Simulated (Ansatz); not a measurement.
## One arrangement of a pair

The pair of H3O⁺ (SMILES [OH3+], atoms 1–4) and SiH3F (SMILES [SiH3]F, atoms 5–9), both closed shells, in one local arrangement (a lower one may exist), relaxed at PBE0-D4/def2-TZVP:

```xyz
9
angstrom
O -0.5111 0.1621 -2.0805
H 0.0432 -0.3233 -2.7133
H -0.3052 -0.0656 -1.0747
H -1.4511 0.0902 -2.3139
Si 0.4853 0.0589 1.7551
F -0.0474 -0.3738 0.2089
H 0.2807 -1.1664 2.5428
H -0.3891 1.1846 2.1261
H 1.8949 0.4332 1.5497
```

Computed with Ansatz 0.2.0 (basis: def2-TZVPPD, with def2-QZVPPD for the basis limit); correlated methods freeze the cores. B3LYP uses VWN-RPA correlation. Extrapolation: Hartree–Fock as exp(−7.88 √X), correlation as X^−2.97. Interaction energies count from these two fragments, frozen as in the pair, with the counterpoise correction; negative means bound.

Q: What is the interaction energy by CCSD(T) at an estimated basis limit (MP2 extrapolated from triple and quadruple zeta, plus CCSD(T) − MP2 in triple zeta)? (Judge from chemistry; the value comes from the calculation.)

A: The calculation gives: -123.9 kJ/mol. Hartree–Fock alone gives -118.3 kJ/mol at the basis limit. It counts from the two fragments frozen as in the pair.

The same quantity by other methods in triple zeta, and each one's difference from that estimate:
| method | E_int (kJ/mol) | difference |
| --- | --- | --- |
| PBE-D4 | -124.6 | -0.7 |
| revPBE-D4 | -116.6 | 7.3 |
| BLYP-D4 | -121.1 | 2.8 |
| r2SCAN-D4 | -125.7 | -1.7 |
| B97M-V | -119.6 | 4.3 |
| PBE0-D4 | -128.1 | -4.2 |
| B3LYP-D4 | -126.2 | -2.3 |
| HSE06-D4 | -128.0 | -4.1 |
| wB97X-V | -123.8 | 0.1 |
| wB97M-V | -122.9 | 1.0 |
| B2PLYP | -123.0 | 0.9 |
| HF | -117.7 | 6.2 |
| MP2 | -119.9 | 4.0 |
| CCSD | -119.9 | 4.0 |
| CCSD(T) | -120.4 | 3.6 |
Differences are method less estimate.

Q: Which atoms make the shortest contact between the fragments?

A: H3 and F6, 1.35 Å apart.

Energy to bend the free fragments (PBE0-D4 minima) into their shapes in the pair, CCSD(T)/def2-TZVPPD: H3O⁺ 11.4 kJ/mol; SiH3F 14.9 kJ/mol. This must be added to the interaction energy to get the binding energy from relaxed fragments.

Basis-set superposition shift (counterpoise-corrected less uncorrected): CCSD(T) 4.9; MP2 4.8; HF 0.4; PBE0-D4 0.5; wB97M-V 0.5 kJ/mol.

T1 diagnostic: at most 0.013.

For scale, one of the runs: CCSD(T)/def2-TZVPPD, 230 basis functions, launched by `ansatz run in.yaml --threads 4 --pin off --events-out ev --progress --plain --max-ram 9574MiB`. The run took 50 s on 4 CPU threads of an Arm Neoverse V2 (shared host), with 3.9 GiB of host memory at its peak.
